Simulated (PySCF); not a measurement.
## Ionisation energy of He by level of theory

He 1s2 (1S) → He⁺ 1s1 (2S), as a difference of total energies. All numbers are calculated (PySCF 2.14, the non-relativistic Hamiltonian (point nucleus), in 6-31G* (2s, 2 functions)). Correlated levels: valence: nothing frozen. The calculations carry no spin-orbit coupling.

| method | ionisation energy (eV) |
| --- | --- |
| UHF | 23.444 |
| LDA | 24.228 |
| PBE | 24.382 |
| MP2 (valence) | 23.749 |
| SCS-MP2 (valence) | 23.809 |
| CCSD (valence) | 23.852 |

Errors of the correlated levels include the incompleteness of this basis.

With two correlated electrons CCSD is exact in that space.

Task: Which method comes closest to the reference value, and which is furthest?

Result: The reference is 24.587 eV (measured; NIST Atomic Spectra Database, ionization energies). Closest: PBE (error -0.205 eV); furthest: UHF (error -1.143 eV).
